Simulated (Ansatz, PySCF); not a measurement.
Gas-phase enthalpy of formation at 298 K, by the atomisation route, of c1cc[nH]c1 (SMILES; C4H5N, 1H-pyrrole). Each molecule is optimised on its own at B3LYP-D3(BJ)/def2-TZVP (Ansatz, a program for electronic structure). Correlated levels leave the core frozen unless marked. Open shells are spin-unrestricted. No spin-orbit coupling. Non-relativistic. CBS(X,Y): correlation extrapolated as X^-3; Hartree-Fock from the larger set. [CCSD(T)-MP2]/basis is that difference in the basis named. Thermal terms are rigid-rotor harmonic-oscillator values from B3LYP-D3(BJ) frequencies (PySCF) at 298.15 K and 1 atm. 1 Eh = 627.5095 kcal/mol.

```
species     count  E, RI-MP2/CBS(cc-pVTZ,cc-pVQZ)+[CCSD(T)-MP2]/cc-pVTZ (Ansatz) (Eh)  E, PBE/def2-TZVPD (Ansatz) (Eh)  measured ΔHf at 0 K (kcal/mol)  H(298) - H(0) of the element (kcal/mol)
----------  -----  ------------------------------------------------------------------  -------------------------------  ------------------------------  ---------------------------------------
c1cc[nH]c1      1                                                          -209.90011                       -209.98411                               -                                        -
C atom          4                                                           -37.79136                        -37.79605                          169.98                                     0.25
H atom          5                                                            -0.49995                         -0.49962                           51.63                                     1.01
N atom          1                                                           -54.53146                        -54.53224                          112.53                                     1.04
```

Molecule: zero-point energy 51.64, H(298) - H(0) 3.09 kcal/mol. The route leaves out scalar relativity and anharmonic zero-point terms, the atoms' spin-orbit terms, and in the frozen-core level the core correlation. Atomic data: G2/97 table in ASE.

Measured: 25.9 kcal/mol (G2/97 table in ASE (Curtiss et al.)). This is an older compilation, not checked against later work.

Question: Work out De, D0 and ΔHf at 0 and 298 K at both levels, and their errors against the measured value.

Answer: 
The atoms' values sum to 1050.60 (0 K) and 7.09 (thermal), in kcal/mol.
- RI-MP2/CBS(cc-pVTZ,cc-pVQZ)+[CCSD(T)-MP2]/cc-pVTZ: De = 1068.94; D0 = 1068.94 - 51.64 = 1017.30; ΔHf(0 K) = 1050.60 - 1017.30 = 33.30; ΔHf(298 K) = 33.30 + 3.09 - 7.09 = 29.30; error +3.4.
- PBE/def2-TZVPD: De = 1110.42; D0 = 1110.42 - 51.64 = 1058.78; ΔHf(0 K) = 1050.60 - 1058.78 = -8.18; ΔHf(298 K) = -8.18 + 3.09 - 7.09 = -12.18; error -38.1.
